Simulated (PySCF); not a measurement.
Propargyl chloride, C₃H₃Cl.
Geometry (PBE0-D3(BJ)/def2-TZVP, Å), atoms numbered from 1 in this order:
```
atom  x, y, z in Å
C1     1.644   -0.573    0.122
C2     0.498   -0.233    0.027
C3    -0.886    0.156   -0.089
Cl4   -1.102    1.930    0.016
H5     2.662   -0.872    0.211
H6    -1.301   -0.155   -1.048
H7    -1.483   -0.281    0.712
```

All values: wB97X-D/pcSseg-2 (PySCF, non-relativistic), on one gas-phase PBE0-D3(BJ)/def2-TZVP geometry that isn't relaxed in the solvent. The solvent is an IEF-PCM continuum (van der Waals radii × 1.2). Only the electrostatic response of the medium enters.

Gas phase at wB97X-D/pcSseg-2: HOMO -10.08 eV, LUMO 1.40 eV, dipole 1.78 D.

Task: What does the continuum do to the energy, the frontier levels and the dipole at wB97X-D/pcSseg-2 in chloroform?

Result: 
| solvent | ε | E(solvent) − E(gas) (kcal/mol) | polarisation term (kcal/mol) | distortion of the solute (kcal/mol) | HOMO (eV) | LUMO (eV) | dipole (D) |
| --- | --- | --- | --- | --- | --- | --- | --- |
| chloroform | 4.711 | -3.22 | -3.56 | 0.34 | -10.04 | 1.44 | 2.16 |

The polarisation term is half the interaction of the solute with the surface charges that it induces; the rest is the cost of distorting the solute's density. The sum is the electrostatic part of solvation alone.

Task: Which radius a makes the point-dipole formula ΔE = −[(ε − 1)/(2ε + 1)]·μ²/a³ give the value in chloroform, with the gas-phase dipole?

Result: μ = 0.700 au and |ΔE| = 0.00512 Eh give a = 1.72 Å; the farthest nucleus lies 2.80 Å from the centroid of the nuclei, so such a sphere wouldn't even hold the nuclei. The formula assumes a rigid point dipole at the centre of a sphere.

Task: Give the dipole vector in the frame of the coordinates (D, pointing from negative to positive charge), gas and chloroform.

Result: Gas (0.04, -1.78, -0.12), solvent (-0.03, -2.15, -0.15). Its length changes by +21 % and its direction by 2°.

wB97X-D is run here without its empirical dispersion term; that term would change no orbital, density or response property at a fixed geometry.
